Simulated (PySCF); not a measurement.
# CClF3: core ionisation energies

Compound: CClF3.
SMILES with atom numbers: `[F:1][C:2]([F:3])([F:4])[Cl:5]`

The calculation used delta-SCF UKS SCAN, pcX-2 on the ionised atom, pcseg-1 elsewhere, spin-free X2C (PySCF). Each binding energy is the total energy of the core-ionised species, with the hole localised on one atom, minus that of the ground state; both are solved self-consistently, so orbital relaxation is included.

**Question.** Give the core binding energies atom by atom.

**Answer.** 
```csv
atom(s),environment,level,binding energy (eV),2p1/2 (eV),count
F1/F3/F4,fluorine of a CF3 group,F 1s,695.08,–,3
C2,CF3 carbon,C 1s,300.35,–,1
Cl5,chlorine on a fluorinated carbon,Cl 2p3/2,207.67,209.33,1
Cl5,chlorine on a fluorinated carbon,Cl 1s,2830.26,–,1
```

**Question.** Which photon energy gives electrons from F 1s of F1/F3/F4 a kinetic energy of 200 eV, and what is their de Broglie wavelength?

**Answer.** hν = 695.08 + 200 = 895.08 eV, recoil neglected; λ = 12.264 Å/√(E/eV) = 0.87 Å.

**Question.** Express the binding energy of F 1s of F1/F3/F4 in atomic units and per mole.

**Answer.** 695.08 eV = 25.5437 Eh = 67065 kJ/mol.

The first atom of each set that the bonding makes equivalent was ionised and stands for the set. For 2p shells one spin-free hole was relaxed; a mean-field spin–orbit operator and the ground-state splitting of the three 2p orbitals were then diagonalised within the shell. The shell's mean is (2 × 2p3/2 + 2p1/2)/3, and the degeneracies 2j + 1 give areas of 2:1. 2p1/2 minus 2p3/2 (ligand field included): Cl 1.65 eV. Geometry: PBE0-D3(BJ)/def2-SVP; no solvent, vibrations or thermal averaging.
